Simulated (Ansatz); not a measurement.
**NHO (triplet): RPA-PBE over vertical spin and charge gaps, cc-pVTZ**

Aim: run NHO (triplet) with these functionals over vertical spin and charge gaps, and hold them against the top wave-function level at the same points.

The runs use Ansatz 0.2.0, Gaussian basis; cc-pVTZ, all electrons in the functionals, frozen cores in the correlation of double hybrids and RPA.

Plan: RPA-PBE, at charge 0, triplet; charge 0, singlet; charge 0, quintet; charge 1, doublet; charge 1, quartet.

6 further runs of the same task are left out: 6 set aside as unsound or not needed.

## Step 1: What is computed

The geometry is a PBE0/def2-TZVP stationary point (not a proven minimum).

3 atoms, charge 0, spin multiplicity 3.

Atoms are counted from 1 here; the program's logs count them from 0.

Bond lengths: N1–O2 1.213 Å, N1–H3 1.028 Å. Angles: O2–N1–H3 120.0°.

As a file:

```xyz
3

N     0.0000   -0.1231    0.5972
O     0.0000    0.0652   -0.6011
H     0.0000    0.6766    1.2433
```

No dispersion term is added.

The geometry shown and the zero of energy belong to the point charge 0, triplet. The yardstick, UCCSDT(Q), and other wave-function levels (R restricted, U unrestricted, valence and pair active spaces) come from earlier runs.

## Step 2: RPA-PBE, charge 0, triplet

The input, in.yaml:

```yaml
crystal:
  periodic: [false, false, false]
  atoms:
    - {symbol: N, position_ang: [0.000000, -0.123149, 0.597204]}
    - {symbol: O, position_ang: [0.000000, 0.065186, -0.601149]}
    - {symbol: H, position_ang: [0.000000, 0.676603, 1.243294]}
basis:
  gaussian: {orbitals: cc-pVTZ}
magnetization: {spin_polarized: true, initial_magnetization: 2}
hamiltonian: {xc: {name: PBE}}
correlation: {method: rpa, electrons: outside_noble_gas}
```

On the command line:

```bash
ansatz run in.yaml --threads 1 --pin off --events-out ev --progress --plain --max-ram 4096MiB --backend cpu
```

Log:

```text
Functional definition: PBE
  name "PBE"
  cite "Perdew, Burke & Ernzerhof, Phys. Rev. Lett. 77, 3865 (1996) doi:10.1103/PhysRevLett.77.3865"
  parent pbe
  parameter kappa = 0.804
  parameter beta = 0.06672455060314922
  exchange = pbe_x(kappa = kappa, mu = beta*pi^2/3)
  correlation = pbe_c(beta = beta)
448 factors; integrals over basis functions are off by at most 5.1e-4 eV
mean field evaluation 1: about -3545.4830 eV, gradient 2.4e1 eV
mean field evaluation 2: about -3545.4790 eV, gradient 2.4e1 eV
mean field evaluation 4: about -3546.8284 eV, gradient 1.5e1 eV
mean field evaluation 8: about -3547.6143 eV, gradient 9.5e-2 eV
mean field evaluation 16: about -3547.6143 eV, gradient 4.4e-6 eV
mean field -3547.61432742 eV, -130.3724218732 hartree, gradient 4.4e-6 eV, S^2 2.003642; 0 other end points of the search recorded, 0 dependent functions left out
2 core orbitals not correlated: weight in the atoms' cores, before any rotation towards them, 1.000 or more for the frozen orbitals, at most 0.000 for the correlated occupied ones
reference -3532.46211251 eV, -129.8155882460 hartree; 7, 5 occupied and 65, 67 virtual orbitals, 448 factors
Total energy: -3549.91166871 eV, -130.4568476084 hartree
```

Run time: 0.91 s. Hardware: 1 thread of AMD EPYC 7R13, shared host.

From the report: ⟨S²⟩ of the determinant 2.004 (pure triplet: 2.00).

## Step 3: RPA-PBE, charge 0, singlet

in.yaml: that of step 2 with these lines changed.

```diff
@@ -8,3 +8,3 @@
   gaussian: {orbitals: cc-pVTZ}
-magnetization: {spin_polarized: true, initial_magnetization: 2}
+magnetization: {spin_polarized: true, initial_magnetization: 0}
 hamiltonian: {xc: {name: PBE}}
```

The command is unchanged.

Log (excerpt; [...] marks lines left out):

```text
Functional definition: PBE
  name "PBE"
  cite "Perdew, Burke & Ernzerhof, Phys. Rev. Lett. 77, 3865 (1996) doi:10.1103/PhysRevLett.77.3865"
  parent pbe
[...]
448 factors; integrals over basis functions are off by at most 5.1e-4 eV
[...]
mean field -3547.93700735 eV, -130.3842801420 hartree, gradient 6.0e-6 eV, S^2 0.418269; 8 other end points of the search recorded, 0 dependent functions left out
2 core orbitals not correlated: weight in the atoms' cores, before any rotation towards them, 1.000 or more for the frozen orbitals, at most 0.000 for the correlated occupied ones
reference -3532.39719960 eV, -129.8132027406 hartree; 6, 6 occupied and 66, 66 virtual orbitals, 448 factors
Total energy: -3550.38085624 eV, -130.4740899324 hartree
```

It took 3.5 s on 1 thread of AMD EPYC 7R13, shared host.

From the report: ⟨S²⟩ of the determinant 0.418 (pure singlet: 0.00).

From charge 0, triplet: -45.3 kJ/mol.

## Step 4: RPA-PBE, charge 0, quintet

in.yaml: that of step 3 with these lines changed.

```diff
@@ -8,3 +8,3 @@
   gaussian: {orbitals: cc-pVTZ}
-magnetization: {spin_polarized: true, initial_magnetization: 0}
+magnetization: {spin_polarized: true, initial_magnetization: 4}
 hamiltonian: {xc: {name: PBE}}
```

The command is unchanged.

Log (excerpt; [...] marks lines left out):

```text
Functional definition: PBE
  name "PBE"
  cite "Perdew, Burke & Ernzerhof, Phys. Rev. Lett. 77, 3865 (1996) doi:10.1103/PhysRevLett.77.3865"
  parent pbe
[...]
448 factors; integrals over basis functions are off by at most 5.1e-4 eV
[...]
a density is far from that of the atoms, so the factors are made again for it
467 factors; integrals over basis functions are off by at most 4.5e-4 eV
[...]
mean field -3536.55760869 eV, -129.9660949545 hartree, gradient 6.9e-6 eV, S^2 6.004070; 7 other end points of the search recorded, 0 dependent functions left out
2 core orbitals not correlated: weight in the atoms' cores, before any rotation towards them, 1.000 or more for the frozen orbitals, at most 0.000 for the correlated occupied ones
reference -3523.42062398 eV, -129.4833196710 hartree; 8, 4 occupied and 64, 68 virtual orbitals, 467 factors
Total energy: -3538.86598890 eV, -130.0509263625 hartree
```

Run time: 7.5 s. Hardware: 1 thread of AMD EPYC 7R13, shared host.

From the report: ⟨S²⟩ of the determinant 6.004 (pure quintet: 6.00).

From charge 0, triplet: +1065.7 kJ/mol.

## Step 5: RPA-PBE, charge 1, doublet

in.yaml: that of step 4 with these lines changed.

```diff
@@ -8,3 +8,4 @@
   gaussian: {orbitals: cc-pVTZ}
-magnetization: {spin_polarized: true, initial_magnetization: 4}
+total_charge: 1
+magnetization: {spin_polarized: true, initial_magnetization: 1}
 hamiltonian: {xc: {name: PBE}}
```

Launched as before.

Log (excerpt; [...] marks lines left out):

```text
Functional definition: PBE
  name "PBE"
  cite "Perdew, Burke & Ernzerhof, Phys. Rev. Lett. 77, 3865 (1996) doi:10.1103/PhysRevLett.77.3865"
  parent pbe
[...]
448 factors; integrals over basis functions are off by at most 5.1e-4 eV
[...]
mean field -3537.83846684 eV, -130.0131656232 hartree, gradient 3.2e-6 eV, S^2 0.751672; 0 other end points of the search recorded, 0 dependent functions left out
2 core orbitals not correlated: weight in the atoms' cores, before any rotation towards them, 1.000 or more for the frozen orbitals, at most 0.000 for the correlated occupied ones
reference -3522.36104848 eV, -129.4443809897 hartree; 6, 5 occupied and 66, 67 virtual orbitals, 448 factors
Total energy: -3540.19994913 eV, -130.0999484967 hartree
```

Wall time 1 s (1 thread of AMD EPYC 7R13, shared host).

From the report: ⟨S²⟩ of the determinant 0.752 (pure doublet: 0.75).

From charge 0, triplet: +937.0 kJ/mol.

## Step 6: RPA-PBE, charge 1, quartet

in.yaml: that of step 5 with these lines changed.

```diff
@@ -9,3 +9,3 @@
 total_charge: 1
-magnetization: {spin_polarized: true, initial_magnetization: 1}
+magnetization: {spin_polarized: true, initial_magnetization: 3}
 hamiltonian: {xc: {name: PBE}}
```

The command is unchanged.

Log (excerpt; [...] marks lines left out):

```text
Functional definition: PBE
  name "PBE"
  cite "Perdew, Burke & Ernzerhof, Phys. Rev. Lett. 77, 3865 (1996) doi:10.1103/PhysRevLett.77.3865"
  parent pbe
[...]
448 factors; integrals over basis functions are off by at most 5.1e-4 eV
[...]
mean field -3532.75522240 eV, -129.8263598357 hartree, gradient 9.3e-7 eV, S^2 3.754165; 6 other end points of the search recorded, 0 dependent functions left out
2 core orbitals not correlated: weight in the atoms' cores, before any rotation towards them, 1.000 or more for the frozen orbitals, at most 0.000 for the correlated occupied ones
reference -3520.15507583 eV, -129.3633129900 hartree; 7, 4 occupied and 65, 68 virtual orbitals, 448 factors
Total energy: -3535.12807506 eV, -129.9135605626 hartree
```

Wall time 3.3 s (1 thread of AMD EPYC 7R13, shared host).

From the report: ⟨S²⟩ of the determinant 3.754 (pure quartet: 3.75).

From charge 0, triplet: +1426.4 kJ/mol.

## Step 7: Against the wave-function levels

The yardstick is UCCSDT(Q), where the cluster series has nearly closed. It comes from earlier runs at the same points. Energies in kJ/mol, counted from charge 0, triplet; blanks weren't run or aren't comparable.

```csv
level,triplet to singlet,triplet to quintet,ionisation to the doublet cation,ionisation to the quartet cation
UCCSDT(Q),,1048.8,,1398.6
RPA-PBE,-45.3,1065.7,937.0,1426.4
```

Largest miss and mean time a point (UCCSDT(Q) took 28 s a point; shared hosts):

```csv
level,largest miss (kJ/mol),where,time a point
RPA-PBE,+27.8,ionisation to the quartet cation,3.3 s
```

## Step 8: Outcome

```
                                   quantity                                            value
              triplet to quintet, UCCSDT(Q)                                    1048.8 kJ/mol
ionisation to the quartet cation, UCCSDT(Q)                                    1398.6 kJ/mol
                      largest miss, RPA-PBE  +27.8 kJ/mol (ionisation to the quartet cation)
```

**Reading.** Misses are known at 2 of 4 points at best, and only functionals with that many are ranked. RPA-PBE strays by up to 27.8 kJ/mol, at ionisation to the quartet cation. RPA-PBE clearly breaks the spin symmetry at some points (⟨S²⟩ up to 0.42 above the pure value), so energy there is bought with a mixed spin. Functionals and the yardstick converge differently with the basis, so part of each miss in cc-pVTZ is the basis.
